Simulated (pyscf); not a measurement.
F–SiH•–O–SiH₃ (SMILES F[SiH]O[SiH3]) + H₂O (SMILES O) → HO–Si•(F)–O–SiH₃ (SMILES O[Si](F)O[SiH3]) + H₂ (SMILES [H][H]), a four-centre exchange (doublet surface; H–Si, H–O broken, O–Si, H–H formed). Structures and frequencies: ωB97X-D3(BJ)/def2-SVP in PySCF. Energies in eV from the separated reactants.

Small-basis levels: PySCF, no dispersion term, spherical d functions. AM1 to PM7: differences of heats of formation from MOPAC, which are fitted to 298 K values and so differ in kind from electronic energies by zero-point and thermal terms. GFN2-xTB: tblite. Open shells are spin-unrestricted. 

| level | barrier | reaction energy |
|---|---|---|
| HF/STO-3G | 3.17 | -0.58 |
| HF/6-31G* | 2.43 | -0.84 |
| MP2/6-31G* | 1.63 | -1.15 |
| SVWN5/6-31G* | 0.51 | -1.12 |
| B3LYP/LANL2DZ | 1.76 | -0.63 |
| M06-2X/6-31G* | 1.33 | -1.11 |
| PBE/def2-SVP | 0.89 | -0.87 |
| B3LYP/def2-SVP | 1.27 | -0.86 |
| GFN2-xTB | 2.06 | -0.41 |
| AM1 | 1.99 | -0.66 |
| PM3 | 1.34 | -1.99 |
| PM7 | 1.11 | -1.66 |
| ωB97M-D3(BJ)/def2-TZVP | 1.39 | -0.93 |

Against the last row the barrier runs from -0.88 (SVWN5/6-31G*) to +1.78 eV (HF/STO-3G). ωB97M-D3(BJ)/def2-TZVP has limits of its own. At the saddle there is also a short H–Si contact that neither side keeps. HO–Si•(F)–O–SiH₃ lies 0.25 eV over its isomer HO–SiH(F)–O–SiH₂• (electronic energy, ωB97M-D3(BJ)/def2-TZVP). One saddle was located; it need not be the lowest between these sides.
